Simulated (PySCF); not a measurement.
Compound: C₄H₇ (doublet state).
Z-matrix (Å and degrees, GFN2-xTB geometry), rows numbered from 1:
```
C 
C   1  1.5131
C   2  1.4627  1  121.14
C   3  1.4617  2   62.67  1  -106.76
H   1  1.0870  2  110.42  3    31.82
H   1  1.0890  2  110.52  3   152.21
H   1  1.0886  2  110.13  3   -87.99
H   2  1.0900  1  112.47  3   147.16
H   3  1.0689  2  132.27  4  -122.72
H   4  1.0856  2  120.80  3   108.40
H   4  1.0824  2  116.31  3  -109.06
```

The species is `C[C@@H]1[CH]C1` [radical].

Computed with UKS B3LYP, pcH-1 on C H, non-relativistic, mean-field spin-orbit, GIAO (PySCF 2.14.0). Geometry: GFN2-xTB; no solvent, vibrations or thermal averaging. A GFN2-xTB geometry isn't a minimum of the functional, and hyperfine couplings can be far from their values at a DFT geometry. Stability of the SCF solution: not tested.

The isotropic 13C couplings are +277.0, +42.6, -19.9, -17.8 MHz. Assign them to C1; C2; C3; C4.

```tsv
site	a_iso (MHz)	ρ(0) (bohr⁻³)	position	distance from C3 (Å)	spin population	largest |T| (MHz)
C1	+42.6	+0.0379	2 bonds from C3	2.59	+0.03	6.9
C2	-17.8	-0.0158	1 bond from C3	1.46	-0.03	4.7
C3	+277.0	+0.2464	largest spin population	0.00	+0.97	147.4
C4	-19.9	-0.0177	1 bond from C3	1.46	-0.04	4.8
```

The isotropic 1H couplings, averaged over equivalent nuclei, are +88.7, +54.9, +48.7, -11.2, -1.7 MHz. Assign them to H5/H6/H7; H8; H9; H10; H11.

```
    site  a_iso (MHz)  ρ(0) (bohr⁻³)            position  distance from C3 (Å)  bound to  spin population there  largest |T| (MHz)
H5/H6/H7         -1.7        -0.0004  γ, 3 bonds from C3                  3.09        C1                  +0.03                5.7
      H8        +48.7        +0.0109  β, 2 bonds from C3                  2.19        C2                  -0.03                7.3
      H9        -11.2        -0.0025   α, 1 bond from C3                  1.07        C3                  +0.97               37.6
     H10        +54.9        +0.0123  β, 2 bonds from C3                  2.21        C4                  -0.04                7.3
     H11        +88.7        +0.0198  β, 2 bonds from C3                  2.20        C4                  -0.04               10.5
```

ρ(0) is the spin density at the nucleus and T the dipolar tensor; entries for several nuclei are means. The largest Mulliken spin population is on C3 (+0.97). The angles at C3 add up to 326.6°, so it is pyramidal.

Class means assume fast exchange of nuclei equivalent by connectivity; if that motion is slow, each nucleus keeps its own coupling.
